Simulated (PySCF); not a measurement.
C₃H₂FOP.
InChI=1S/C3H2FOP/c4-3-1-6-2-5-3/h1-2H

Method: MP2 and CCSD/aug-cc-pVDZ in PySCF, restricted Hartree–Fock reference, 10 core orbitals frozen, non-relativistic, gas phase, PBE0-D3(BJ)/def2-SVP geometry.

E(HF) = -629.79261 Eh.

Task: How large is the problem?

Result: 160 basis functions and 52 electrons; 10 orbitals frozen, which leaves o = 16 correlated occupied and v = 134 virtual orbitals. That is o·v = 2144 singles and o·v(o·v + 1)/2 = 2299440 distinct closed-shell doubles amplitudes before symmetry; the costliest CCSD step grows as o²v⁴ = 8.3 × 10^10.

Task: What are the MP2 and CCSD correlation energies?

Result: MP2 -0.9184 Eh and CCSD -0.9399 Eh, which gives totals of -630.71100 and -630.73247 Eh. That is 0.799 eV for each correlated electron at CCSD (2468 kJ/mol in all, 0.149 % of the total energy); MP2 gives 97.7 % of the CCSD value.

Task: What is the T1 diagnostic?

Result: 0.0151, below the customary warning level of 0.02. It is the norm of the spatial-orbital singles amplitudes over the root of the number of correlated electrons, so the norm is 0.085.

Task: How does correlation change the dipole moment?

Result: HF gives 0.36 D and CCSD (unrelaxed density) 0.23 D, a change of -0.13 D; the two vectors are 12° apart.

No triples correction and no basis-set extrapolation were made.
